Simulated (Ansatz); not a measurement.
Write a Python script for the Ansatz DFT code, driven from Python that makes a single point in a Gaussian basis of BH5SSi, SMILES BS[SiH3]. Use: B2GP-PLYP, aug-cc-pVDZ basis, multiplicity 1.

```yaml
atoms:
  - { symbol: B, position_ang: [-1.0945, 0.9464, -0.6750] }
  - { symbol: S, position_ang: [-1.3095, -0.7429, 0.0313] }
  - { symbol: Si, position_ang: [0.7494, -0.8239, 0.5127] }
  - { symbol: H, position_ang: [-0.8124, 1.1446, -1.8345] }
  - { symbol: H, position_ang: [-1.2871, 1.9281, -0.0098] }
  - { symbol: H, position_ang: [1.1133, 0.2744, 1.4624] }
  - { symbol: H, position_ang: [1.6133, -0.6807, -0.6926] }
  - { symbol: H, position_ang: [1.1196, -2.1030, 1.1497] }
```

Script `energy_bh5ssi.py`:
```python
from dataclasses import dataclass
from pathlib import Path
import logging
import sys

import ansatz as az

logging.basicConfig(stream=sys.stdout, format='%(levelname)s %(message)s')
logger = logging.getLogger('bh5ssi')
logger.setLevel(logging.INFO)


@dataclass
class RunConfig:
    basis_set: str = 'aug-cc-pVDZ'


settings = RunConfig()


def main() -> None:
    molecule = (
        az.Crystal.molecule()
        .atom('B', (-1.0945, 0.9464, -0.675))
        .atom('S', (-1.3095, -0.7429, 0.0313))
        .atom('Si', (0.7494, -0.8239, 0.5127))
        .atom('H', (-0.8124, 1.1446, -1.8345))
        .atom('H', (-1.2871, 1.9281, -0.0098))
        .atom('H', (1.1133, 0.2744, 1.4624))
        .atom('H', (1.6133, -0.6807, -0.6926))
        .atom('H', (1.1196, -2.103, 1.1497))
    )

    model = (
        molecule.calculation()
        .basis(gaussian=settings.basis_set)
        .functional(az.LibraryFunctional('B2GP-PLYP'))
        .scf(lower_state_search='standard')
        .orbitals()
    )
    done = model.run(runs_dir='out')
    summary = done.report

    logger.info(f'E = {summary["free_energy_ev"]:.6f} eV = {summary["free_energy_ev"] / 27.211386246:.7f} Ha')
    print('converged:', summary['converged'], ' doubts:', summary['published_state_doubts'] or 'none')

    state = summary['mean_field']['state']
    logger.info(f'mean field: {state["energy"]["hartree"]:.7f} Ha, <S^2> = {abs(state["spin_squared"]):.4f}, stability: {state.get("stability", {}).get("kind")}')

    lines = Path(summary['orbitals_path']).read_text().splitlines()
    field_of = lambda key: [line.split('=')[1].strip() for line in lines if line.startswith(key)]
    orbitals = [(27.211386 * float(e), s, float(n)) for e, s, n in zip(field_of('Ene='), field_of('Spin='), field_of('Occup='))]
    homo = max(e for e, _, n in orbitals if n > 0.5)
    lumo = min(e for e, _, n in orbitals if n < 0.5)
    for e, spin, n in sorted(orbitals):
        if homo - 10 < e < lumo + 5:
            logger.info(f'{spin:6s} {e:10.3f} eV  occupation {n:.0f}')


if __name__ == '__main__':
    main()
```

`python energy_bh5ssi.py` gives:
```text
INFO E = -19459.943712 eV = -715.1397410 Ha
converged: True  doubts: none
INFO mean field: -714.9974979 Ha, <S^2> = 0.0000, stability: minimum
INFO Alpha     -17.725 eV  occupation 2
INFO Alpha     -16.513 eV  occupation 2
INFO Alpha     -12.948 eV  occupation 2
INFO Alpha     -12.550 eV  occupation 2
INFO Alpha     -11.877 eV  occupation 2
INFO Alpha     -11.770 eV  occupation 2
INFO Alpha     -11.000 eV  occupation 2
INFO Alpha      -8.706 eV  occupation 2
INFO Alpha      -0.592 eV  occupation 0
INFO Alpha       0.595 eV  occupation 0
INFO Alpha       0.752 eV  occupation 0
INFO Alpha       0.903 eV  occupation 0
INFO Alpha       1.054 eV  occupation 0
INFO Alpha       1.500 eV  occupation 0
INFO Alpha       1.541 eV  occupation 0
INFO Alpha       1.649 eV  occupation 0
INFO Alpha       2.003 eV  occupation 0
INFO Alpha       2.026 eV  occupation 0
INFO Alpha       2.345 eV  occupation 0
INFO Alpha       2.681 eV  occupation 0
INFO Alpha       2.702 eV  occupation 0
INFO Alpha       2.760 eV  occupation 0
INFO Alpha       3.535 eV  occupation 0
INFO Alpha       3.601 eV  occupation 0
INFO Alpha       3.816 eV  occupation 0
INFO Alpha       3.966 eV  occupation 0
INFO Alpha       3.970 eV  occupation 0
```

What to keep in mind:
- These settings explore the input space; basis and method may be short of convergence.
- The geometry is a force-field or estimated start, not a minimum of this method, and the basis set is short of its limit.
- Alpha marks a spatial orbital of a restricted run, filled by both spins.
- Levels such as HOMO and LUMO are orbital energies: with these approximate functionals they aren't the ionisation energy and electron affinity, and their gap isn't the fundamental gap.
- For a double hybrid the total adds scaled second-order correlation to the self-consistent reference.
- It ran for 6.7 s on 1 thread of Intel(R) Xeon(R) Platinum 8375C CPU @ 2.90GHz (Ice Lake) (shared host), peak memory 0.31 GiB.

(Lines on the test bed's own set-up are left out of the output.)
